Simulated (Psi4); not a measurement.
Reaction (SMILES): Cl[C]Cl (closed-shell singlet) + 3 [H][H] (H2) → C (CH4) + 2 Cl (HCl)
B3LYP-D3(BJ)/def2-TZVP geometries, fixed; electronic energies without zero-point terms.
Largest species:
```
C
H 1 1.0892
H 1 1.0892 2 109.47
H 1 1.0892 2 109.47 3 120.00
H 1 1.0892 2 109.47 3 -120.00
```

Basis-set convergence of the energy of full hydrogenation at PBE with Psi4. Cartesian d functions, on some or all atoms, in 6-31G*, 6-31+G*; all else is spherical. Density fitting with the program's default auxiliary sets. Psi4's default fitting sets serve the pcseg sets less well. No added dispersion term, no relativity. Functions are those of the species that has most. Reference: the value in aug-cc-pV(Q+d)Z, -124.79 kcal/mol, itself unsure by roughly 0.03 kcal/mol (its mean distance from def2-QZVPPD, def2-QZVPP, cc-pV(Q+d)Z). Deviations are taken from unrounded values.

```
basis            functions  energy of full hydrogenation (kcal/mol)
---------------  ---------  ---------------------------------------
def2-SVP                50                                  -128.05
def2-SVPD               74                                  -135.05
pcseg-1                 50                                  -129.41
aug-pcseg-1             77                                  -127.70
6-31G*                  53                                  -121.60
6-31+G*                 65                                  -122.18
cc-pV(D+d)Z             60                                  -124.99
aug-cc-pV(D+d)Z         87                                  -127.34
6-311G**                70                                  -130.28
6-311+G**               82                                  -127.51
pcseg-2                 98                                  -125.58
aug-pcseg-2            146                                  -125.41
def2-TZVP              105                                  -122.40
def2-TZVPD             129                                  -123.86
cc-pV(T+d)Z            108                                  -124.89
aug-cc-pV(T+d)Z        156                                  -125.15
def2-TZVPP             115                                  -124.15
def2-TZVPPD            139                                  -125.16
cc-pV(Q+d)Z            183                                  -124.76
aug-cc-pV(Q+d)Z        264                                  -124.79
pcseg-3                192                                  -124.80
aug-pcseg-3            281                                  -124.71
def2-QZVPP             197                                  -124.74
def2-QZVPPD            221                                  -124.75
```

What the diffuse functions change, pair by pair:
- def2-SVP to def2-SVPD: 24 more functions, deviation -3.26 to -10.26 kcal/mol
- pcseg-1 to aug-pcseg-1: 27 more functions, deviation -4.62 to -2.92 kcal/mol
- 6-31G* to 6-31+G*: 12 more functions, deviation 3.19 to 2.60 kcal/mol
- cc-pV(D+d)Z to aug-cc-pV(D+d)Z: 27 more functions, deviation -0.21 to -2.56 kcal/mol
- 6-311G** to 6-311+G**: 12 more functions, deviation -5.49 to -2.72 kcal/mol
- pcseg-2 to aug-pcseg-2: 48 more functions, deviation -0.80 to -0.62 kcal/mol
- def2-TZVP to def2-TZVPD: 24 more functions, deviation 2.39 to 0.93 kcal/mol
- cc-pV(T+d)Z to aug-cc-pV(T+d)Z: 48 more functions, deviation -0.10 to -0.36 kcal/mol
- def2-TZVPP to def2-TZVPPD: 24 more functions, deviation 0.63 to -0.38 kcal/mol
- cc-pV(Q+d)Z to aug-cc-pV(Q+d)Z: 81 more functions, deviation 0.02 to 0.00 kcal/mol
- pcseg-3 to aug-pcseg-3: 89 more functions, deviation -0.02 to 0.08 kcal/mol
- def2-QZVPP to def2-QZVPPD: 24 more functions, deviation 0.05 to 0.03 kcal/mol

Leaving out the reference's own pair, they bring the value nearer the reference by more than 0.03 kcal/mol in 6 of 11 pairs.
